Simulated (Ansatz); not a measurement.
# CH3BF+ (SMILES B[CH+]F): one structure at several levels

An exercise on one series of results from a longer session: the logs are not shown, and one member is left open.

Program: Ansatz 0.2.0, Gaussian basis. Level of theory: single points in def2-TZVPP. These are calculated values, not measurements.

Correlated methods freeze the cores.

### The system as given

SMILES `B[CH+]F`, 6 atoms, charge 1, spin multiplicity 1.

Atoms are counted from 1 here; the program's logs count them from 0.

Bond lengths: B1–C2 1.508 Å, B1–H4 1.224 Å, B1–H5 1.160 Å, C2–F3 1.269 Å, C2–H6 1.105 Å. Angles: C2–B1–H4 114.8°, C2–B1–H5 131.3°, H4–B1–H5 113.2°, B1–C2–F3 129.7°, B1–C2–H6 113.4°, F3–C2–H6 116.7°.

Coordinates:

| atom | x (Å) | y (Å) | z (Å) |
| --- | --- | --- | --- |
| B1 | -0.5082 | 0.1081 | -0.5126 |
| C2 | 0.6240 | -0.1270 | 0.4550 |
| F3 | 1.6939 | -0.7918 | 0.3034 |
| H4 | -1.4949 | -0.5930 | -0.3290 |
| H5 | -0.6806 | 0.9411 | -1.3012 |
| H6 | 0.5269 | 0.4489 | 1.3925 |

The first run:

Contents of run/in.yaml:

```yaml
crystal:
  periodic: [false, false, false]
  atoms:
    - {symbol: B, position_ang: [-0.508200, 0.108100, -0.512600]}
    - {symbol: C, position_ang: [0.624000, -0.127000, 0.455000]}
    - {symbol: F, position_ang: [1.693900, -0.791800, 0.303400]}
    - {symbol: H, position_ang: [-1.494900, -0.593000, -0.329000]}
    - {symbol: H, position_ang: [-0.680600, 0.941100, -1.301200]}
    - {symbol: H, position_ang: [0.526900, 0.448900, 1.392500]}
basis:
  gaussian: {orbitals: def2-TZVPP}
total_charge: 1
correlation: {method: ccsd_t}
output: {forces: true}
```

The command line of these runs was not kept.

Among the steps run: CCSD(T)/def2-TZVPP; PBE0-D4/def2-TZVPP; wB97M-V/def2-TZVPP; r2SCAN-D4/def2-TZVPP; PBE-D4/def2-TZVPP; r2SCAN0-D4/def2-TZVPP; SPW92/def2-TZVPP.

One of the session's tables, all rows but one given; the rest of the session is left out.

```
    method  RMS force component (eV/Å)  angle to CCSD(T) forces (°)
   CCSD(T)                       0.753                    reference
   PBE0-D4                       0.668                         21.6
   wB97M-V                       0.677                         10.6
 r2SCAN-D4                       0.577                         28.0
    PBE-D4                       0.533                         43.8
r2SCAN0-D4                       0.738                         20.2
     SPW92                           ?                            ?
```

**Question.** Estimate the row for SPW92.

**Answer.** RMS force component (eV/Å): 0.657; angle to CCSD(T) forces (°): 56.6. In the column «RMS force component (eV/Å)» it lies between r2SCAN-D4 (0.577) and PBE0-D4 (0.668).
